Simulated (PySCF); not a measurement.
Simulated outer-valence photoelectron spectrum of `C(=C)C(F)F`. Computed with EOM-IP-CCSD/aug-cc-pVDZ in PySCF, restricted Hartree–Fock reference, 5 core orbitals frozen, non-relativistic, gas phase, PBE0-D3(BJ)/def2-SVP geometry.

Each root has a Gaussian of 0.8 eV full width with its one-hole share as area; cross sections and vibrations are left out, and the highest printed point is 100.

```tsv
ionisation energy (eV)	intensity
9.8	0
10.0	1
10.2	4
10.4	12
10.6	27
10.8	40
11.0	43
11.2	33
11.4	18
11.6	9
11.8	9
12.0	19
12.2	33
12.4	43
12.6	39
12.8	25
13.0	12
13.2	7
13.4	11
13.6	24
13.8	42
14.0	56
14.2	66
14.4	74
14.6	86
14.8	98
15.0	100
15.2	86
15.4	65
15.6	51
15.8	48
16.0	44
16.2	33
16.4	17
16.6	7
16.8	3
17.0	4
17.2	12
17.4	26
17.6	39
17.8	41
18.0	31
18.2	17
18.4	6
18.6	2
18.8	0
```

Problem. Where are the maxima, and how many lines lie under the curve?

Solution. 4 maxima, at 10.9, 12.4, 14.9 and 17.7 eV, from 8 lines. At this width some lines have no maximum of their own.

Problem. List the lines with their holes.

Solution. 
| E (eV) | leading hole (HF orbital) | area | Koopmans (eV) |
| --- | --- | --- | --- |
| 10.94 | HOMO | 0.97 | 10.82 |
| 12.45 | HOMO-1 | 0.96 | 13.89 |
| 13.98 | HOMO-2 | 0.96 | 15.28 |
| 14.54 | HOMO-4 | 0.95 | 16.98 |
| 14.96 | HOMO-3 | 0.95 | 16.81 |
| 15.14 | HOMO-5 | 0.94 | 17.36 |
| 15.94 | HOMO-6 | 0.94 | 18.25 |
| 17.74 | HOMO-7 | 0.93 | 19.87 |

The widest gap, 1.80 eV, lies between 15.94 and 17.74 eV. Only orbitals with −ε under 21 eV, eight at most, were ionised, so the high end of the curve may lack lines.

Conformer computed: `[CH2:1]=[CH:2][CH:3]([F:4])[F:5]`: C1–C2–C3–F4 -128°.

One conformer stands for the species.
